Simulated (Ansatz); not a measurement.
# CH2Si (triplet): from Hartree-Fock to the top rungs, def2-TZVPP

The task here is to estimate one member of a computed series from the others.

Computed with Ansatz 0.2.0, Gaussian basis. Level: def2-TZVPP, core rule «outside noble gas», up to 6 orbitals frozen.

The runs, in order: UHF; ROHF; CCSD(T) on UHF.

2 further runs of the same task are left out: 2 set aside as unsound or not needed.

## The geometry

The geometry is a PBE0/def2-TZVP stationary point (not a proven minimum) of the parent state, kept for this charge and spin.

4 atoms, charge 0, spin multiplicity 3.

Atoms are counted from 1 here; the program's logs count them from 0.

Bond lengths: Si1–C2 1.702 Å, C2–H3 1.090 Å, C2–H4 1.090 Å. Angles: Si1–C2–H3 123.5°, Si1–C2–H4 123.5°, H3–C2–H4 113.0°.

Coordinates:

```xyz
4
charge 0, multiplicity 3
Si    0.0000    0.0000    0.5957
C     0.0000    0.0000   -1.1063
H     0.0000   -0.9093   -1.7078
H     0.0000    0.9093   -1.7078
```

Set-up of the first run:

Contents of in.yaml:

```yaml
crystal:
  periodic: [false, false, false]
  atoms:
    - {symbol: Si, position_ang: [0.000000, 0.000000, 0.595671]}
    - {symbol: C, position_ang: [0.000000, 0.000000, -1.106259]}
    - {symbol: H, position_ang: [0.000000, -0.909276, -1.707827]}
    - {symbol: H, position_ang: [0.000000, 0.909276, -1.707827]}
basis:
  gaussian: {orbitals: def2-TZVPP}
magnetization: {spin_polarized: true, initial_magnetization: 2}
hamiltonian: {xc: hf}
output: {orbitals: {seedname: orbitals}}
```

Launch:

```bash
$ ansatz run in.yaml --threads 1 --pin off --events-out ev --progress --plain --max-ram 4096MiB --backend cpu
```

Steps of the session up to this table: UHF; ROHF; CCSD(T) on UHF.

One of the session's tables, all rows but one given; the rest of the session is left out.

| method | from UCCSD(T) (kJ/mol) |
| --- | --- |
| ROHF | +703.9 |
| UHF | ? |
| UMP2 | +112.9 |
| UCCSD | +24.5 |
| UCCSD(T) | 0 |

**Question.** Estimate the row for UHF.

**Answer.** from UCCSD(T) (kJ/mol): +683.0. In the column «from UCCSD(T) (kJ/mol)» it lies between UMP2 (+112.9) and ROHF (+703.9).
